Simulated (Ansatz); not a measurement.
# BH₃+ (doublet): B97M-V, PBE0 over a scan of the distance B1–H3, aug-cc-pVDZ

Aim: run BH₃+ (doublet) with these functionals over a scan of the distance B1–H3, and hold them against the top wave-function level at the same points.

The runs use Ansatz 0.2.0, Gaussian basis; aug-cc-pVDZ, all electrons in the functionals.

The runs, in order: B97M-V, PBE0, at 0.942 Å; 1.050 Å; 1.174 Å; 1.290 Å; 1.452 Å; 1.646 Å; 1.884 Å; 2.183 Å; 2.599 Å; 3.127 Å; 4.051 Å.

20 further runs of the same task are left out: 1 for a mislabelled method, 1 for a known fault of the program, 15 that didn't finish, 3 set aside as unsound or not needed.

### 1 The geometry

The geometry derives from a PBE0/def2-TZVP stationary point (not a proven minimum). One bond is set to the value named and the two fragments are kept rigid.

4 atoms, charge 1, spin multiplicity 2.

Atoms are counted from 1 here; the program's logs count them from 0.

Bond lengths: B1–H2 1.276 Å, B1–H3 1.174 Å, B1–H4 1.276 Å. Angles: H2–B1–H3 145.8°, H2–B1–H4 68.5°, H3–B1–H4 145.8°.

No dispersion term is added; B97M-V holds VV10 nonlocal correlation.

The geometry shown and the zero of energy belong to the point 1.174 Å. The yardstick, FCI, and other wave-function levels (R restricted, U unrestricted, valence and pair active spaces) come from earlier runs.

### 2 B97M-V, 0.942 Å

in.yaml reads:

```yaml
crystal:
  periodic: [false, false, false]
  atoms:
    - {symbol: B, position_ang: [0.000000, 0.000000, 0.085058]}
    - {symbol: H, position_ang: [0.000000, 0.717784, -0.969688]}
    - {symbol: H, position_ang: [0.000000, 0.000000, 1.027058]}
    - {symbol: H, position_ang: [0.000000, -0.717784, -0.969688]}
basis:
  gaussian: {orbitals: aug-cc-pVDZ}
total_charge: 1
magnetization: {spin_polarized: true, initial_magnetization: 1}
hamiltonian: {xc: {name: B97M-V}}
```

On the command line:

```bash
$ ansatz run in.yaml --threads 1 --pin off --events-out ev --progress --plain --max-ram 2393MiB
```

Further steps of the session: B97M-V, 1.050 Å; B97M-V, 1.174 Å; B97M-V, 1.290 Å; B97M-V, 1.452 Å; B97M-V, 1.646 Å; B97M-V, 1.884 Å; B97M-V, 2.183 Å; B97M-V, 2.599 Å; B97M-V, 3.127 Å; B97M-V, 4.051 Å; PBE0, 0.942 Å; PBE0, 1.050 Å; PBE0, 1.174 Å; PBE0, 1.290 Å; PBE0, 1.452 Å; PBE0, 1.646 Å; PBE0, 1.884 Å; PBE0, 2.183 Å; PBE0, 2.599 Å; PBE0, 3.127 Å; PBE0, 4.051 Å.

Before running them: what should the planned runs give, taken together? Wanted: span of the FCI curve; largest miss, B97M-V; largest miss, PBE0.

The runs gave:

```
             quantity                   value
span of the FCI curve            461.6 kJ/mol
 largest miss, B97M-V  -33.7 kJ/mol (4.051 Å)
   largest miss, PBE0  +18.7 kJ/mol (2.183 Å)
```

Of the functionals, PBE0 keep the smallest largest miss at the points compared (at most 18.7 kJ/mol) and B97M-V strays most (33.7 kJ/mol, at 4.051 Å). B97M-V, PBE0 clearly break the spin symmetry at some points (⟨S²⟩ up to 0.85 above the pure value), so energy there is bought with a mixed spin. Functionals and the yardstick converge differently with the basis, so part of each miss in aug-cc-pVDZ is the basis.
